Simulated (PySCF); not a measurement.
**Question.** Write Cartesian coordinates for InChI=1S/C5H8O/c1-4(6)5-2-3-5/h5H,2-3H2,1H3 as optimised with GFN2-xTB.

**Answer.** 
```xyz
14
C5H8O angstrom
C      2.1486    0.0352   -0.3260
C      0.8072   -0.3900    0.2219
O      0.6888   -1.2033    1.1077
C     -0.3549    0.2745   -0.4176
C     -1.5634    0.5597    0.4473
C     -1.6305   -0.5269   -0.5598
H      2.1934   -0.1825   -1.3912
H      2.9490   -0.4896    0.1878
H      2.2732    1.1080   -0.1939
H     -0.1146    0.9834   -1.1988
H     -1.4843    0.2794    1.4868
H     -2.1010    1.4783    0.2682
H     -1.5973   -1.5456   -0.2041
H     -2.2149   -0.3810   -1.4554
```

Orientation and origin are arbitrary. Atoms count from 1 in this order. Of the pairs four or more bonds apart, O3···H13 is among the closest relative to their van der Waals radii: 2.66 Å, 98 % of the sum of Bondi's values. The 5 C–C bonds span 1.483 Å (C5–C6, drawn single) to 1.513 Å (C4–C5, drawn single), a spread of 0.030 Å. The 3-membered ring C4–C5–C6 has internal angles of 58.7° to 60.7°.

Bonds between heavy atoms (Å): C1–C2 1.510, C2=O3 1.208, C2–C4 1.484, C4–C5 1.513, C5–C6 1.483, C4–C6 1.513.

Structure optimised with GFN2-xTB, isolated species.

Point group: Cs (tolerance 0.08 Å). No GFN2-xTB frequencies stand behind this structure, so it isn't proved a minimum. One conformer, not necessarily the lowest (C1–C2–C4–C5 -146°).

The numbers are calculated, not measured.
